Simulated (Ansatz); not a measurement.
Single points on the cluster B2F⁺.

```yaml
crystal:
  periodic: [false, false, false]
  atoms:
    - {symbol: B, position_ang: [-0.134193, 0.127681, 0.233921]}
    - {symbol: B, position_ang: [0.826167, -0.775939, -1.426435]}
    - {symbol: F, position_ang: [-0.691975, 0.648259, 1.192524]}
basis:
  gaussian: {orbitals: def2-TZVP, initial_orbitals: start.molden}
total_charge: 1
hamiltonian: {xc: pbe0, dispersion: d4}
scf: {omitted_lower_state_checks: [starts]}
output: {orbitals: {seedname: orbitals}}
```

The file start.molden holds the orbitals of an earlier run on this structure, at another level or in another basis.

```sh
$ ansatz run in.yaml --threads 4 --pin off --events-out ev --progress --plain --max-ram 3916MiB
```

It prints (some lines left out):

```
Functional definition: PBE0
494 factors; their error is unknown
mean field evaluation 1: about -4053.3269 eV, gradient 1.5e-1 eV
mean field evaluation 2: about -4053.3375 eV, gradient 5.7e-5 eV
mean field -4053.33750202 eV, -148.9574057483 hartree, gradient 5.7e-5 eV, S^2 0.000000; 0 other end points of the search recorded, 0 dependent functions left out
reference -4053.33752840 eV, -148.9574067178 hartree; 9, 9 occupied and 84, 84 virtual orbitals, 494 factors
Total energy: -4053.36570538 eV, -148.9584422026 hartree
Checks for a lower state left out: starts
```

Hardware: 4 threads of Arm Neoverse V1 on a shared host. Wall time 0.25 s.

As the first input, with `hamiltonian: {xc: pbe, dispersion: d4}` (abridged; 0.3 s):

```
Functional definition: PBE
mean field -4053.13199947 eV, -148.9498536690 hartree, gradient 8.7e-5 eV, S^2 0.000000
Total energy: -4053.16578929 eV, -148.9510954220 hartree
Checks for a lower state left out: starts
```

Geometry: PBE0-D4/def2-TZVP.

A triplet lies near this restricted singlet, and broken spin symmetry wasn't tried. The structure comes from a short search, and lower isomers may exist.
